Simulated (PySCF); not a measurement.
Species: C₃H₃NO.
SMILES: `C=CN=C=O`

Method used: TDDFT PBE0/def2-SVPD, vertical, gas phase, core orbitals frozen in the response in PySCF. One conformer (not necessarily the lowest) at the PBE0-D3(BJ)/def2-SVP geometry, without solvent, vibrations or thermal averaging. Torsions of this conformer, `[CH2:1]=[CH:2][N:3]=[C:4]=[O:5]`: C1–C2–N3–C4 0°.

Problem. List the vertical singlet excitations with oscillator strengths and describe the spectrum.

Solution. 

```csv
state,E (eV),λ (nm),ν̃ (cm⁻¹),f,|μ| (D),symmetry,"main configurations (H = HOMO, L = LUMO)"
S1,6.09,203.5,49140,0.339,3.83,A′,H→L (90%)
S2,6.12,202.7,49340,0.0006,0.17,–,"H→L+1 (79%), H→L+2 (13%)"
S3,6.32,196.1,50990,0.0000,0.02,–,H-1→L (93%)
S4,6.83,181.6,55070,0.018,0.83,A″,"H→L+2 (84%), H→L+1 (14%)"
S5,7.57,163.7,61100,0.0070,0.49,A″,H→L+3 (92%)
S6,7.70,161.0,62120,0.0066,0.47,A″,H→L+4 (94%)
```

The lowest singlet comes at 204 nm (588 kJ/mol) in the ultraviolet; it is strong; its leading configuration is HOMO→LUMO (90%). The lowest level is also the most intense of those listed (f = 0.339). Löwdin shares by element: HOMO carbon 54% or more, nitrogen 20%, oxygen 12%; LUMO carbon 67%, nitrogen 11% (atoms not listed hold the other 22%). Orbital energies (eV): HOMO-3 -11.29, HOMO-2 -10.45, HOMO-1 -8.90, HOMO -7.38, LUMO -0.84, LUMO+1 0.33, LUMO+2 0.90. Weighted by f, the mean energy of these states is 6.18 eV. The oscillator strengths of these states sum to 0.371; summed over the whole spectrum of an exact calculation they would give the number of electrons, 36 (Thomas–Reiche–Kuhn). Symmetry labels in Cs follow from the direction of the transition dipole and are given only for states with f of 0.002 or more. Singlets were solved by full linear response.
